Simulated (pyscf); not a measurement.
This saddle point was located with ωB97X-D3(BJ)/def2-SVP in PySCF.

```xyz
11

Ge    -2.7327    -0.3830    -0.6800
O     -1.3544     0.7705    -0.4923
B      0.1125     0.2405    -0.5103
H     -2.6098    -0.9855    -2.0810
H     -2.6261    -1.4473     0.4192
H     -3.9994     0.4665    -0.5263
H      0.1500    -0.9769    -0.4663
H      0.7960     0.8047    -1.3448
O      0.3089     0.8636     0.9153
H     -0.8352     1.1089     0.5562
H      0.8818     1.6392     0.8777
```
Charge 0, spin multiplicity 1.

Surface: singlet, charge 0. Lowest wavenumbers (cm⁻¹): 1273i, 86, 114, 184, 501.

Q: Which two sides does it connect, and which bonds change?

A: H₂B–O–GeH₃ (SMILES B[O][GeH3]) + H₂O (SMILES O) <-> HO–GeH₃ (SMILES [OH][GeH3]) + H₂B–OH (SMILES BO), a four-centre exchange read from left to right: B–O, H–O broken and H–O, B–O formed. At ωB97M-D3(BJ)/def2-TZVP it lies +0.40 eV from the left side and +0.39 eV from the right (each side as separated species at their lowest minima found). On the product side the descent ends in an adduct with a B–O contact, 0.26 eV under the separated species and 0.62 eV under the saddle at ωB97X-D3(BJ)/def2-TZVP. What is counted as broken (B–O) persists as a longer contact in the product adduct; parting that adduct is a step of its own. One saddle was located; it need not be the lowest between these sides. Elements up to Kr have no core potential and no relativistic terms here.
